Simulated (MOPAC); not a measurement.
Input for MOPAC: AM1 on C2H4O2 (a complex).

```
AM1 1SCF PRECISE CHARGE=0 THREADS=1
C2H4O2

C      0.00000000 1     0.60123980 1    -1.35383976 1
O      0.00000000 1    -0.59301814 1    -1.55209021 1
H      0.93542250 1     1.17427624 1    -1.26515132 1
H     -0.93542250 1     1.17427624 1    -1.26515132 1
C      0.00000000 1    -0.60200476 1     1.55228866 1
O      0.00000000 1     0.59238638 1     1.35511328 1
H      0.00000000 1    -1.00937982 1     2.57524635 1
H      0.00000000 1    -1.32002906 1     0.71694997 1
```

The log:

```
*******************************************************************************
 **                                                                           **
 **                              MOPAC v23.2.5                                **
 **                                                                           **
 *******************************************************************************
 ** MOPAC's Digital Object Identifier: https://doi.org/10.5281/zenodo.6511958 **
 **                                                                           **
 ** Please cite the open-source release paper for use of this MOPAC version:  **
 ** J. E. Moussa and J. J. P. Stewart (2026)                                  **
 ** MOPAC: An open-source semiempirical molecular orbital program             **
 ** J. Open Source Softw., 11(119), 8025, https://doi.org/10.21105/joss.08025 **
 *******************************************************************************

                              AM1 CALCULATION RESULTS

 *******************************************************************************
 *  AM1        - The AM1 Hamiltonian to be used
 *
 *
 *
 *                 CHARGE ON SYSTEM = 0
 *
 *
 *
 *  PRECISE    - TIGHTER CRITERIA TO BE USED
 *  1SCF       - DO 1 SCF AND THEN STOP
 *  THREADS=1  - MULTI-THREADING NOT USED
 *  T=         - A TIME OF 172800.0 SECONDS REQUESTED
 *  DUMP=N     - RESTART FILE WRITTEN EVERY 7200.0 SECONDS REQUESTED
 *******************************************************************************
AM1 1SCF PRECISE CHARGE=0 THREADS=1
 C2H4O2

   ATOM   CHEMICAL          X               Y               Z
  NUMBER   SYMBOL      (ANGSTROMS)     (ANGSTROMS)     (ANGSTROMS)

     1       C          0.00000000  *   0.60123980  *  -1.35383976  *
     2       O          0.00000000  *  -0.59301814  *  -1.55209021  *
     3       H          0.93542250  *   1.17427624  *  -1.26515132  *
     4       H         -0.93542250  *   1.17427624  *  -1.26515132  *
     5       C          0.00000000  *  -0.60200476  *   1.55228866  *
     6       O          0.00000000  *   0.59238638  *   1.35511328  *
     7       H          0.00000000  *  -1.00937982  *   2.57524635  *
     8       H          0.00000000  *  -1.32002906  *   0.71694997  *



          CARTESIAN COORDINATES

    NO.       ATOM           X           Y           Z

     1         C          0.0000      0.6012     -1.3538
     2         O          0.0000     -0.5930     -1.5521
     3         H          0.9354      1.1743     -1.2652
     4         H         -0.9354      1.1743     -1.2652
     5         C          0.0000     -0.6020      1.5523
     6         O          0.0000      0.5924      1.3551
     7         H          0.0000     -1.0094      2.5752
     8         H          0.0000     -1.3200      0.7169

  H: (AM1): M.J.S. DEWAR ET AL, J. AM. CHEM. SOC. 107 3902-3909 (1985)
  C: (AM1): M.J.S. DEWAR ET AL, J. AM. CHEM. SOC. 107 3902-3909 (1985)
  O: (AM1): M.J.S. DEWAR ET AL, J. AM. CHEM. SOC. 107 3902-3909 (1985)

           Empirical Formula: C2 H4 O2  =     8 atoms



      MOLECULAR POINT GROUP   :   Cs


      RHF CALCULATION, NO. OF DOUBLY OCCUPIED LEVELS = 12


 -------------------------------------------------------------------------------
 AM1 1SCF PRECISE CHARGE=0 THREADS=1
 C2H4O2



     1SCF WAS SPECIFIED, SO BFGS WAS NOT USED
     SCF FIELD WAS ACHIEVED


                              AM1 CALCULATION
                                                       MOPAC v23.2.5 Linux




          FINAL HEAT OF FORMATION =        -63.31793 KCAL/MOL =    -264.92222 KJ/MOL


          COSMO AREA              =        101.99 SQUARE ANGSTROMS
          COSMO VOLUME            =         84.34 CUBIC ANGSTROMS

          IONIZATION POTENTIAL    =         10.588131 EV
          HOMO LUMO ENERGIES (EV) =        -10.588  0.793
          NO. OF FILLED LEVELS    =         12
          MOLECULAR WEIGHT        =         60.0524         POINT GROUP:  Cs

          MOLECULAR DIMENSIONS (Angstroms)

            Atom       Atom       Distance
            H     7    H     3     4.51575
            O     2    O     6     2.50001
            H     4    H     7     1.80643


          SCF CALCULATIONS        =          1





   ATOM   CHEMICAL          X               Y               Z
  NUMBER   SYMBOL      (ANGSTROMS)     (ANGSTROMS)     (ANGSTROMS)

     1       C          0.00000000  *   0.60123980  *  -1.35383976  *
     2       O          0.00000000  *  -0.59301814  *  -1.55209021  *
     3       H          0.93542250  *   1.17427624  *  -1.26515132  *
     4       H         -0.93542250  *   1.17427624  *  -1.26515132  *
     5       C          0.00000000  *  -0.60200476  *   1.55228866  *
     6       O          0.00000000  *   0.59238638  *   1.35511328  *
     7       H          0.00000000  *  -1.00937982  *   2.57524635  *
     8       H          0.00000000  *  -1.32002906  *   0.71694997  *

                             CARTESIAN COORDINATES

   1    C        0.000000000     0.601239800    -1.353839760
   2    O        0.000000000    -0.593018140    -1.552090210
   3    H        0.935422500     1.174276240    -1.265151320
   4    H       -0.935422500     1.174276240    -1.265151320
   5    C        0.000000000    -0.602004760     1.552288660
   6    O        0.000000000     0.592386380     1.355113280
   7    H        0.000000000    -1.009379820     2.575246350
   8    H        0.000000000    -1.320029060     0.716949970


           Empirical Formula: C2 H4 O2  =     8 atoms



      MOLECULAR POINT GROUP   :   Cs


                  EIGENVALUES
 -39.76767 -39.24412 -25.14414 -24.88118 -17.55582 -17.15794 -16.41890 -16.06049
 -14.89264 -14.48642 -10.86815 -10.58813   0.79299   1.09362   3.26218   3.53052
   4.09430   4.31800   6.00093   6.30573


              NET ATOMIC CHARGES AND DIPOLE CONTRIBUTIONS

  ATOM NO.   TYPE          CHARGE      No. of ELECS.   s-Pop       p-Pop
    1          C           0.166787        3.8332     1.27321     2.56001
    2          O          -0.305718        6.3057     1.90443     4.40128
    3          H           0.068008        0.9320     0.93199
    4          H           0.068008        0.9320     0.93199
    5          C           0.146233        3.8538     1.27789     2.57588
    6          O          -0.298460        6.2985     1.90432     4.39414
    7          H           0.066670        0.9333     0.93333
    8          H           0.088472        0.9115     0.91153
 DIPOLE           X         Y         Z       TOTAL
 POINT-CHG.    -0.000    -0.037     0.645     0.646
 HYBRID         0.000     0.024     0.144     0.146
 SUM           -0.000    -0.012     0.789     0.789


          ATOMIC ORBITAL ELECTRON POPULATIONS

     Atom    s        px        py        pz
    1  C   1.27321   0.97338   0.89978   0.68685
    2  O   1.90443   1.91047   1.17515   1.31566
    3  H   0.93199
    4  H   0.93199
    5  C   1.27789   0.68832   0.91080   0.97676
    6  O   1.90432   1.31172   1.19275   1.88967
    7  H   0.93333
    8  H   0.91153

 **********************
 *                    *
 * JOB ENDED NORMALLY *
 *                    *
 **********************




 == MOPAC DONE ==
```

The run finished.

Cost: roughly 0.04 core-seconds.
